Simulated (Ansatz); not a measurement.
This Ansatz (a quantum-chemistry and plane-wave program) input (B2PLYP/def2-TZVPPD) gives -460.68918 Eh with 68 basis functions. A basis named .json is the Basis Set Exchange file of that set (core-valence sets with the plain set on hydrogen).

Ansatz 0.2 input:
```yaml
crystal:
  periodic: [false, false, false]
  atoms:
    - {symbol: Cl, position_ang: [-0.00000000, -0.00000000, -0.07122178]}
    - {symbol: H, position_ang: [0.00000000, 0.00000000, 1.21077034]}
basis:
  gaussian:
    orbitals: def2-TZVPPD.json
hamiltonian:
  xc: {name: B2PLYP}
magnetization: {spin_polarized: false}
correlation: {electrons: outside_noble_gas}
```

Change:
```diff
- orbitals: def2-TZVPPD.json
+ orbitals: 6-31G__.json
```

What does the run give now?

-460.63268 Eh (B2PLYP/6-31G**, 24 functions), a change of +56.50 mEh.
